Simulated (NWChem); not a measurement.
# C2HNa (SMILES C#[C][Na]) at r2SCAN/MINI (DKH2, esp resp)

Aim: the energy difference between two shapes of C2HNa at r2SCAN/MINI (DKH2, esp resp), from 2 runs. 

The results are computed with NWChem 7.3.0.

3 further runs of the same task are left out: 1 that didn't finish, 2 set aside as unsound or not needed.

**1. The system as given**

The species is C2HNa (4 atoms), meant as a singlet with charge 0. As SMILES, `C#[C][Na]`. Geometry: relaxed at PBE0-D4/def2-TZVP.

Bond lengths: C1–C2 1.222 Å, C2–Na3 2.213 Å, C1–H4 1.067 Å. Angles: C1–C2–Na3 180.0°, C2–C1–H4 180.0°.

**2. A single-point energy at r2SCAN/MINI (DKH2, esp resp)**

struct.nw

```
start struct
title "C2HNa"
memory 2200 mb

geometry noautosym nocenter noautoz
  C       -0.068600       0.869500      -0.131400
  C        0.043900      -0.335200       0.040400
  Na       0.247400      -2.516600       0.351600
  H       -0.167300       1.921800      -0.281000
end

basis spherical bse
  * library MINI
end

relativistic
  douglas-kroll dkh
end

dft
  xc r2scan
  grid coarse
  mulliken
end

esp
  restrain
  recalculate
end

task dft energy
task esp
```

The run is started by

```
$ nwchem struct.nw > struct.out
```

Standard output:

```text
[...]
          Wavefunction type:  closed shell.
          No. of atoms     :     4
          No. of electrons :    24
[...]
          Charge           :     0
          Spin multiplicity:     1
[...]
          AO basis - number of functions:    17
[...]
              XC Information
              --------------
                      r^2SCAN Method XC Functional
               r^2SCAN metaGGA Exchange Functional  1.000
                     r^2SCAN Correlation Potential  1.000
[...]
 d= 0,ls=0.0,diis     1   -237.5252268386 -2.85D+02  6.00D-02  1.20D-01     1.6
[...]
 d= 0,ls=0.0,diis     6   -237.5450979277 -3.01D-07  3.94D-06  2.66D-09     2.9
         Total DFT energy =     -237.545097927735
      One electron energy =     -423.125355126295
           Coulomb energy =      163.784906036251
    Exchange-Corr. energy =      -25.398036367864
 Nuclear repulsion energy =       47.193387530173
[...]
      Total Density - Mulliken Population Analysis
     ---------------------------------------------
    Atom       Charge   Shell Charges
 -----------   ------   -------------------------------------------------------
    1 C    6     6.48   1.99  1.14  3.35
    2 C    6     6.49   1.99  1.51  2.98
    3 Na  11    10.21   2.00  2.00  0.22  6.00
    4 H    1     0.82   0.82
[...]
 Dipole moment                                  3.264054    3.263800    3.262676
 Quadrupole moment Qxx                         -9.188412   -9.175207   -9.184467
                   Qyy                         18.058515   18.032557   18.050758
                   Qzz                         -8.870103   -8.857350   -8.866291
[...]
```

Wall time 3.9 s (1 thread of Intel Xeon Platinum 8259CL at 2.50GHz (Skylake/Cascade Lake), shared host); peak memory 0.11 GiB.

**3. The distorted shape at the same level**

run.nw

```
start run
title "C2HNa energy"
memory total 2200 mb
charge 0
geometry noautosym nocenter noautoz
  C       -0.241468       0.846841      -0.183047
  C       -0.042107      -0.178645      -0.066630
  Na       0.022337      -2.511753       0.418427
  H       -0.170751       1.922428      -0.071282
end
basis spherical bse
  C library MINI
  Na library MINI
  H library MINI
end
relativistic
  douglas-kroll dkh
end
dft
  xc r2scan
  mult 1
  grid coarse
  mulliken
  print low
end
esp
  restrain
  recalculate
end
task dft energy
task esp
```

The run is started by

```
$ nwchem run.nw > run.out
```

Standard output:

```text
[...]
 d= 0,ls=0.0,diis     1   -237.3838799508 -2.86D+02  6.46D-02  1.25D-01     1.4
[...]
 d= 0,ls=0.0,diis     7   -237.4058568955 -3.34D-09  7.66D-07  4.93D-11     3.1
         Total DFT energy =     -237.405856895470
      One electron energy =     -425.351373121784
           Coulomb energy =      164.714680869919
    Exchange-Corr. energy =      -25.490757999671
 Nuclear repulsion energy =       48.721593356065
[...]
      Total Density - Mulliken Population Analysis
     ---------------------------------------------
    Atom       Charge   Shell Charges
 -----------   ------   -------------------------------------------------------
    1 C    6     6.50   1.99  1.07  3.43
    2 C    6     6.46   2.00  1.41  3.06
    3 Na  11    10.25   2.00  2.00  0.25  6.00
    4 H    1     0.80   0.80
[...]
 Dipole moment                                  3.267596    3.267193    3.266164
 Quadrupole moment Qxx                         -9.961045   -9.948157   -9.956918
                   Qyy                         19.538550   19.512398   19.530104
                   Qzz                         -9.577505   -9.564241   -9.573187
[...]
```

Run time: 3.9 s. Hardware: 1 thread of Intel Xeon Platinum 8259CL at 2.50GHz (Skylake/Cascade Lake), shared host; peak memory 0.11 GiB.

**4. What came out**

At r2SCAN/MINI (DKH2, esp resp):

```
                              quantity          value
             first shape: total energy  -237.54510 Eh
            first shape: dipole moment         8.69 D
              first shape: HOMO energy       -5.45 eV
              first shape: LUMO energy       -0.71 eV
            first shape: HOMO–LUMO gap        4.74 eV
         distorted shape: total energy  -237.40586 Eh
energy change with the atoms displaced       3.789 eV
```

What this shows: With the atoms displaced the energy rises by 3.79 eV (366 kJ/mol). The first shape isn't relaxed at this level, so the change isn't measured from a minimum. The minimal basis adds a large error of its own. Mulliken charges (distorted shape) run from -0.50 on C1 to +0.75 on Na3; they depend strongly on the basis.
